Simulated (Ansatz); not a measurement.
Input for Ansatz (development build ahead of 0.2.0):

```yaml
crystal:
  periodic: [false, false, false]
  atoms:
    - { symbol: C, position_ang: [-0.36168, 0.18074, -0.0925] }
    - { symbol: O, position_ang: [-0.5812, -1.0436, 0.30325] }
    - { symbol: "N", position_ang: [0.82962, 0.70515, -0.13022] }
    - { symbol: H, position_ang: [-1.2065, 0.76421, -0.39474] }
    - { symbol: H, position_ang: [0.92384, 1.65079, -0.4508] }
    - { symbol: H, position_ang: [1.64678, 0.2014, 0.13639] }
basis:
  gaussian: { orbitals: def2-SVP }
total_charge: 1
magnetization:
  spin_polarized: true
  initial_magnetization: 1
hamiltonian:
  xc: hf
output:
  forces: true
```

The input is written out in the form of the current development build from the run's settings.

The run gave:

* Converged: yes
* Total energy: -168.49245 hartree
* Spin squared of the determinant: 0.760
* Stability test: minimum

Forces (eV/Å):
```
atom      Fx      Fy      Fz
  C1   2.140  -1.499   0.777
  O2   0.288   2.159  -0.708
  N3  -2.357  -0.702  -0.063
  H4  -0.808   0.146  -0.146
  H5   0.171   0.216  -0.045
  H6   0.566  -0.319   0.184
```
